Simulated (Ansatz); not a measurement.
# BH2S2: the cost of one run

Method: single points in def2-TZVPP; program: Ansatz 0.2.0, Gaussian basis.

Cores are frozen in the correlated methods. Orbitals are unrestricted. B3LYP uses VWN-RPA correlation.

### 1 The starting structure

SMILES `S[B]S`, 5 atoms, charge 0, spin multiplicity 2.

Atoms are counted from 1 here; the program's logs count them from 0.

Bond lengths: S1–B2 1.742 Å, S1–H4 1.377 Å, B2–S3 1.802 Å, S3–H5 1.288 Å. Angles: B2–S1–H4 99.6°, S1–B2–S3 122.8°, B2–S3–H5 99.5°.

As a file:

```csv
atom,x (Å),y (Å),z (Å)
S1,-1.38150,0.10450,-0.87310
B2,-0.06080,-0.05760,0.25050
S3,1.63250,0.40060,-0.16240
H4,-2.36100,-0.56400,-0.17260
H5,2.20970,0.10950,0.95150
```

### 2 CCSD(T)/def2-TZVPP

Contents of run/in.yaml:

```yaml
crystal:
  periodic: [false, false, false]
  atoms:
    - {symbol: S, position_ang: [-1.381500, 0.104500, -0.873100]}
    - {symbol: B, position_ang: [-0.060800, -0.057600, 0.250500]}
    - {symbol: S, position_ang: [1.632500, 0.400600, -0.162400]}
    - {symbol: H, position_ang: [-2.361000, -0.564000, -0.172600]}
    - {symbol: H, position_ang: [2.209700, 0.109500, 0.951500]}
basis:
  gaussian: {orbitals: def2-TZVPP}
magnetization: {spin_polarized: true, initial_magnetization: 1}
correlation: {method: ccsd_t}
scf: {omitted_lower_state_checks: [cluster_reference]}
output: {forces: true}
```

Started as:

```
> ansatz run in.yaml --threads 4 --pin off --events-out ev --progress --plain --max-ram 5222MiB
```

**Question.** How long does this run take on 4 threads of Arm Neoverse V2, shared host, and how much memory does it need?

About 99 s, with a peak of 3.2 GiB.
